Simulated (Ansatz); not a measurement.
Relaxing ZnSb

Level of theory: DFT r2SCAN, scalar-relativistic, plane waves, PAW (Ansatz 0.2.0).

ZnSb was placed on the CuPt (L1_1) structure type (R-3m, No. 166), with Zn in place of Cu, Sb in place of Pt, at a guessed volume.

The final relaxation ran on this input, with the default PAW datasets:

```yaml
crystal:
  lattice:
    - [1.9845733737, 1.1457939715, 3.2492544509]
    - [-1.9845733737, 1.1457939715, 3.2492544509]
    - [0.0, -2.2915879431, 3.2492544509]
  atoms:
    - { symbol: Zn, position: [0.0, 0.0, 0.0] }
    - { symbol: Sb, position: [0.5, 0.5, 0.5] }
basis:
  ecutwfc: 500
kpoints:
  mp_grid: { grid: [18, 18, 18] }
hamiltonian:
  xc: r2scan
scf:
  occupations: { method: gaussian, width: 0.1 }
output:
  forces: true
  stress: true
  eigenvalues: true
relax:
  adjacent_minimum: "off"
  f_tol: 0.01
  max_steps: 80
  cell: { stress_tol: 0.05 }
```

Launched as:

```bash
ansatz run input.yaml --threads 1 --pin off --max-ram 2560MiB --backend cpu --events-out ev --progress --plain --runs-dir out
```

Time: 76 s on 1 thread of Intel(R) Xeon(R) Platinum 8488C (Sapphire Rapids), on a shared host, peak memory 0.93 GiB.

End of the output:

```
SCF converged after 6 iterations
Free energy (F): -9824.565371 eV
Harris-Foulkes:  -9824.565371 eV  (|F-HF|=0.00e0)
Internal energy: -9824.559905 eV  (E = F + TS)
E sigma→0 (E₀):  -9824.562638 eV
Entropy (-TS):   -0.005466 eV (-2.733 meV/atom)
Fermi energy:    10.191881 eV
--- Per-component energies (eV) ---
  E_band       = -130.616175
  E_kinetic    = 336.697055
  E_local      = -3150.273570  (includes V_loc(G=0)·N_el)
  E_nonlocal   = 978.192718
  E_hartree    = 1382.293172
  E_xc         = -251.322323
  E_vxc        = -156.611475  (∫ρ·V_xc dr)
  E_paw        = -6449.587973  (= ΣΔE_a)
  E_vpaw       = -913.219761  (= ΣTr[D̂ρ^β])
  E_aug_tail   = -0.000038  (compensation charges beyond the density's cutoff)
  E_vtau       = 10.012475  (kinetic-family band-sum trace: ∫τ·v_τ [+ j·A + Jᵃ·Aᵃ] dr)
  E_ewald      = -2670.882365
  E_core_change = 0.323418  (= ΣΔE_core)
  E_smearing   = -0.005466  (= −TS)
  E_closure    = 0.000000  (closes the sum)
  Σ components = -9824.565371   (vs F -9824.565371, Δ=0.00e0)
--- Forces (eV/Å), atoms counted from 1 ---
  atom   1  Zn     0.00000000     0.00000000     0.00000000
  atom   2  Sb     0.00000000     0.00000000     0.00000000
  max |Σ_I F_I| component: 1.80e-29 eV/Å
--- Stress (GPa, compression-positive) ---
        0.007766       0.000000       0.000000
        0.000000       0.007766       0.000000
        0.000000       0.000000      -0.016707
  P = ⅓ Tr σ = -0.0004 GPa (-0.004 kbar)
--- Relaxed structure (1 steps of the walk, 1 accepted, 1 SCFs on fresh bases) ---
  F+E_penalty+E_count = -9824.56537146 eV   max|allowed force component| = 4.782e-30 eV/Å   (the final SCF, on the basis selected at the relaxed cell)
  cell:  # Å, volume = 44.3311 Å³
    - [1.984573, 1.145794, 3.249254]
    - [-1.984573, 1.145794, 3.249254]
    - [0.0, -2.291588, 3.249254]
  atoms:
    - { symbol: Zn, position: [0.0, 0.0, 0.0] }
    - { symbol: Sb, position: [0.500000, 0.500000, 0.500000] }
```

Absolute energies hang on the potentials; compare differences alone.

The result has space group Fm-3m (No. 225). Around Zn lie 6 Sb at 2.81 Å; around Sb lie 6 Zn at 2.81 Å.

Against the elements it lies at 0.12 eV/atom. Formation energies are uncorrected and refer to the elements' standard structures at the same level.

The k mesh leaves about 4 meV/atom of noise in metals. Spin–orbit coupling is left out.

A structure relaxed within its symmetry needn't be a true minimum.